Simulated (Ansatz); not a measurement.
This geometry of C₃H₆O₂ (11 atoms, charge 0, multiplicity 1) is a first-order saddle point.

Computed with RKS PBE0/def2-SVP (Ansatz 0.2.0).

```xyz
11
Properties=species:S:1:pos:R:3
C -0.582 0.022 1.654
C -0.392 -0.911 0.716
O 0.080 -0.741 -0.532
C 0.432 0.554 -0.947
O 0.890 0.473 -2.244
H -0.976 -0.284 2.624
H -0.366 1.081 1.507
H -0.619 -1.966 0.895
H -0.457 1.216 -0.880
H 1.218 0.955 -0.273
H 0.837 -0.455 -2.500
```

(1) Which two structures does it join? (They come from a converged band through this point; their orientation in space is the band's.)

(2) How far does it lie above each of them?

## Answers

(1) No bond is made or broken. The dihedral O3–C4–O5–H11 goes from 62 to -64°. The two ends are copies of one structure, up to a mirror image or an exchange of like atoms.

Image 0:

```xyz
11
Properties=species:S:1:pos:R:3
C -0.629 0.045 1.640
C -0.319 -0.936 0.784
O 0.235 -0.831 -0.433
C 0.506 0.461 -0.927
O 1.077 0.359 -2.166
H -1.074 -0.218 2.600
H -0.456 1.104 1.440
H -0.503 -1.987 1.030
H -0.443 1.041 -0.927
H 1.230 0.971 -0.266
H 0.442 -0.066 -2.754
```

Image 6:

```xyz
11
Properties=species:S:1:pos:R:3
C -0.583 0.039 1.657
C -0.449 -0.923 0.736
O -0.048 -0.802 -0.539
C 0.326 0.479 -0.995
O 0.712 0.396 -2.305
H -0.924 -0.236 2.656
H -0.375 1.094 1.469
H -0.675 -1.969 0.967
H -0.540 1.163 -0.945
H 1.125 0.866 -0.327
H 1.496 -0.164 -2.354
```

(2) 0.098 eV above the first and 0.098 eV above the second. This is the barrier of this one path; another mechanism may lie lower.

The run took 55 s on 2 threads of Intel(R) Xeon(R) Platinum 8488C (Sapphire Rapids) (shared host), peak memory 0.22 GiB.
